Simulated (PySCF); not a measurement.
Compound: C₄H₃FN (charge -1).
Numbering: `[F:1][c:2]1[cH:3][cH:4][cH:5][n-:6]1` (hydrogens: H7 on C3; H8 on C4; H9 on C5)

Computed geometry: GFN2-xTB, gas phase.

(1) Give the optimised bond lengths and angles.

Answers

(1) 
```
 bond  length (pm)     order
F1–C2        138.4    single
C2–C3        137.8  aromatic
C3–C4        140.7  aromatic
C4–C5        138.1  aromatic
C5–N6        135.4  aromatic
C2–N6        133.4  aromatic
C3–H7        107.9    single
C4–H8        108.2    single
C5–H9        108.2    single
```

Orders are formal, as drawn. A selection of angles:
```
   angle  degrees
F1–C2–C3    125.1
F1–C2–N6    120.3
C3–C2–N6    114.6
C2–C3–C4    103.7
C2–C3–H7    127.8
C4–C3–H7    128.5
C3–C4–C5    105.9
C3–C4–H8    126.9
C5–C4–H8    127.2
C4–C5–N6    112.3
C4–C5–H9    128.1
N6–C5–H9    119.7
C2–N6–C5    103.6
```

C3 (aromatic CH carbon) is planar (angles 128.5°, 127.8° and 103.7°, sum 360.0°, 0.00 Å off the plane of its three neighbours). N6 (two-coordinate ring nitrogen) is bent (angle 103.6°). The 6 heavy atoms lie in one plane (0.000 Å rms). C5 (aromatic CH next to a ring nitrogen) is planar (angles 128.1°, 119.7° and 112.3°, sum 360.0°, 0.00 Å off the plane of its three neighbours). C2 (aromatic C–F carbon) is planar (angles 125.1°, 120.3° and 114.6°, sum 360.0°, 0.00 Å off the plane of its three neighbours). C4 (aromatic CH carbon) is planar (angles 127.2°, 126.9° and 105.9°, sum 360.0°, 0.00 Å off the plane of its three neighbours). The 5-membered ring C2–C3–C4–C5–N6 has internal angles of 103.6° to 114.6° (sum 540°, against 540° for a flat polygon); it is planar, 0.00 Å rms from its mean plane, widest ring torsion 0°.

Point group: Cs (every atom within 0.08 Å of its image). Stationary, but not proved a minimum.
